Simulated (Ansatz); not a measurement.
Steps of a relaxation of `C/N=C(\F)OC` with RKS PBE-D4/def2-SVP.

```sh
$ ansatz run in.yaml --threads 4 --pin off --events-out ev --progress --plain --max-ram 10444MiB
```

```yaml
crystal:
  periodic: [false, false, false]
  atoms:
    - {symbol: C, position_ang: [-1.675200, -0.391800, 1.053800]}
    - {symbol: N, position_ang: [-0.579900, 0.174600, 0.309100]}
    - {symbol: C, position_ang: [0.213400, -0.736800, -0.085000]}
    - {symbol: F, position_ang: [0.075000, -2.012800, 0.212100]}
    - {symbol: O, position_ang: [1.380700, -0.470000, -0.784300]}
    - {symbol: C, position_ang: [1.611400, 0.933000, -1.058100]}
    - {symbol: H, position_ang: [-1.387000, -0.855500, 1.964000]}
    - {symbol: H, position_ang: [-2.278000, -1.011400, 0.415900]}
    - {symbol: H, position_ang: [-2.368900, 0.502500, 1.372800]}
    - {symbol: H, position_ang: [2.551300, 0.991300, -1.591800]}
    - {symbol: H, position_ang: [1.707100, 1.493100, -0.110700]}
    - {symbol: H, position_ang: [0.827100, 1.328600, -1.663700]}
basis:
  gaussian: {orbitals: def2-SVP}
hamiltonian: {xc: pbe, dispersion: d4}
relax: {f_tol: 0.03, max_steps: 200}
```

Positions (Å) and forces (eV/Å) along the path, 8 of 8 steps:

```xyz
12
step=1 energy=-9444.2751 eV
C    -1.675   -0.392    1.054   -1.894    3.861   -0.032
N    -0.580    0.175    0.309    0.439   -0.698   -0.233
C     0.213   -0.737   -0.085    1.894    2.290   -0.769
F     0.075   -2.013    0.212    0.523   -0.837   -0.384
O     1.381   -0.470   -0.784   -1.286   -0.679    0.670
C     1.611    0.933   -1.058    0.370   -1.123    1.209
H    -1.387   -0.856    1.964    0.486   -1.088    1.342
H    -2.278   -1.011    0.416   -0.745   -1.018   -0.390
H    -2.369    0.502    1.373    0.845   -1.332   -0.389
H     2.551    0.991   -1.592    0.715   -0.154   -0.426
H     1.707    1.493   -0.111   -0.196    0.136    0.075
H     0.827    1.329   -1.664   -1.149    0.642   -0.671
12
step=2 energy=-9444.6062 eV
C    -1.708   -0.349    1.055   -0.559    1.419   -0.060
N    -0.563    0.165    0.315    0.294   -0.617    0.274
C     0.279   -0.719   -0.046    0.247    1.143   -1.032
F     0.130   -2.029    0.139    0.341   -0.388    0.050
O     1.395   -0.473   -0.784   -0.740   -0.174    0.697
C     1.614    0.923   -1.053    0.282   -0.444    0.240
H    -1.418   -0.845    1.988    0.101   -0.402    0.338
H    -2.316   -1.025    0.435   -0.169   -0.387   -0.063
H    -2.390    0.503    1.351    0.439   -0.399   -0.207
H     2.552    0.968   -1.626    0.139    0.004   -0.104
H     1.720    1.486   -0.105   -0.074    0.068   -0.001
H     0.783    1.340   -1.636   -0.300    0.176   -0.133
12
step=3 energy=-9444.5441 eV rejected
C    -1.771   -0.372    1.087   -0.331   -0.321    0.304
N    -0.640    0.109    0.369   -0.407    1.158    0.063
C     0.231   -0.671   -0.057   -0.445   -0.995    0.441
F     0.206   -2.026    0.127    0.053    0.280   -0.097
O     1.295   -0.370   -0.725    1.965   -0.797   -1.063
C     1.673    0.933   -1.082   -0.220    0.772   -0.046
H    -1.481   -0.926    2.009   -0.051    0.028    0.046
H    -2.385   -1.077    0.484   -0.090    0.010   -0.007
H    -2.404    0.479    1.379   -0.242    0.099    0.124
H     2.620    0.868   -1.656   -0.132   -0.157    0.103
H     1.833    1.573   -0.189   -0.050   -0.029    0.085
H     0.900    1.424   -1.713   -0.049   -0.049    0.047
12
step=4 energy=-9444.6817 eV
C    -1.742   -0.332    1.070    0.154   -0.179   -0.079
N    -0.579    0.134    0.330    0.136   -0.309   -0.265
C     0.264   -0.715   -0.099   -0.067    0.233    0.547
F     0.208   -2.047    0.131   -0.038    0.101   -0.163
O     1.389   -0.453   -0.767   -0.136   -0.093   -0.037
C     1.634    0.924   -1.057   -0.058    0.090   -0.040
H    -1.457   -0.878    2.000   -0.026    0.034   -0.055
H    -2.370   -1.028    0.468    0.026    0.046    0.056
H    -2.376    0.523    1.363   -0.011    0.116   -0.001
H     2.581    0.948   -1.628   -0.054    0.022    0.030
H     1.723    1.514   -0.120    0.000   -0.030   -0.029
H     0.801    1.355   -1.655    0.073   -0.030    0.037
12
step=5 energy=-9444.6858 eV
C    -1.729   -0.321    1.056   -0.020   -0.030   -0.114
N    -0.584    0.108    0.269   -0.349    0.071    0.366
C     0.269   -0.738   -0.106    0.378   -0.195   -0.255
F     0.211   -2.072    0.100   -0.031    0.081    0.039
O     1.389   -0.470   -0.783    0.018    0.080   -0.028
C     1.622    0.922   -1.034   -0.071   -0.026   -0.012
H    -1.428   -0.796    2.018    0.006    0.050   -0.045
H    -2.363   -1.068    0.520    0.053    0.081    0.025
H    -2.362    0.556    1.292   -0.009   -0.027    0.008
H     2.550    0.985   -1.630   -0.008   -0.067    0.025
H     1.732    1.476   -0.078   -0.003   -0.011   -0.024
H     0.769    1.365   -1.589    0.036   -0.007    0.015
12
step=6 energy=-9444.6922 eV
C    -1.729   -0.324    1.061   -0.038   -0.016    0.030
N    -0.566    0.105    0.318    0.068    0.050   -0.043
C     0.282   -0.736   -0.094   -0.115    0.081    0.054
F     0.212   -2.068    0.094    0.024   -0.087   -0.012
O     1.391   -0.464   -0.781    0.044    0.012   -0.016
C     1.619    0.924   -1.044   -0.009   -0.015    0.003
H    -1.456   -0.824    2.018   -0.011   -0.008    0.000
H    -2.362   -1.042    0.492    0.017   -0.005    0.000
H    -2.359    0.553    1.311    0.013   -0.008   -0.005
H     2.558    0.973   -1.625    0.000    0.000   -0.001
H     1.713    1.492   -0.097    0.006   -0.003    0.003
H     0.775    1.357   -1.619    0.001   -0.001   -0.013
12
step=7 energy=-9444.6928 eV
C    -1.730   -0.325    1.064   -0.019   -0.022    0.007
N    -0.566    0.111    0.322    0.035    0.014   -0.008
C     0.280   -0.732   -0.090   -0.029    0.012    0.014
F     0.208   -2.067    0.093    0.008   -0.001   -0.009
O     1.390   -0.462   -0.778    0.002   -0.014    0.003
C     1.620    0.924   -1.046   -0.004   -0.001    0.001
H    -1.459   -0.831    2.018    0.002    0.004   -0.002
H    -2.358   -1.042    0.488    0.004    0.003    0.001
H    -2.361    0.549    1.316   -0.001    0.001   -0.001
H     2.560    0.969   -1.625    0.000    0.003    0.000
H     1.714    1.495   -0.101    0.000    0.002   -0.003
H     0.780    1.356   -1.627    0.003   -0.001   -0.002
12
step=8 energy=-9444.6929 eV
C    -1.730   -0.326    1.065   -0.003   -0.003    0.001
N    -0.564    0.114    0.327    0.005   -0.001    0.000
C     0.279   -0.730   -0.089    0.004   -0.005    0.002
F     0.205   -2.065    0.091   -0.002    0.008   -0.005
O     1.390   -0.462   -0.776   -0.004    0.001    0.004
C     1.620    0.923   -1.048    0.002    0.000   -0.001
H    -1.460   -0.835    2.018    0.001    0.002    0.000
H    -2.356   -1.041    0.485    0.000   -0.001    0.001
H    -2.362    0.547    1.319    0.000    0.001   -0.001
H     2.563    0.968   -1.623    0.000    0.000    0.000
H     1.710    1.498   -0.103   -0.002   -0.001   -0.001
H     0.782    1.353   -1.633    0.000   -0.001    0.000
```

Run time 6 s (4 threads of an Intel Xeon 6975P-C on a shared host); peak host memory 0.18 GiB.
